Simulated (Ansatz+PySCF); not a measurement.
Values are calculated unless marked as measured or tabulated.
## Ansatz (development build ahead of 0.2.0) run

```yaml
crystal:
  periodic: [false, false, false]
  atoms:
    - { symbol: Li, position_ang: [0.0, 0.0, 0.0] }
    - { symbol: Cl, position_ang: [1.16843, 1.5579, 3.37296] }
basis:
  gaussian: { orbitals: STO-3G }
magnetization:
  initial_magnetization: 2
hamiltonian:
  xc: hf
correlation:
  method: ccsd_t
  frozen_orbitals: { Cl: 5, Li: 0 }
```

The input is written out in the form of the current development build from the run's settings. Correlation on restricted open-shell orbitals is semicanonical, with singles.

Results

```yaml
Converged: yes
Reference_energy: -461.85905 hartree
CCSD_correlation_energy: -0.00047 hartree
Triples_correction: 0.00000 hartree
Total_energy: -461.85953 hartree
Spin_squared_of_the_determinant: 2.000
Stability_test: minimum among restricted orbitals
T1_diagnostic: 0.001
Largest_doubles_amplitude: 0.01
Occupied_orbitals_by_symmetry_in_an_Abelian_subgroup_alpha;_beta: 7 A1 2 B1 2 B2; 6 A1 2 B1 1 B2
```
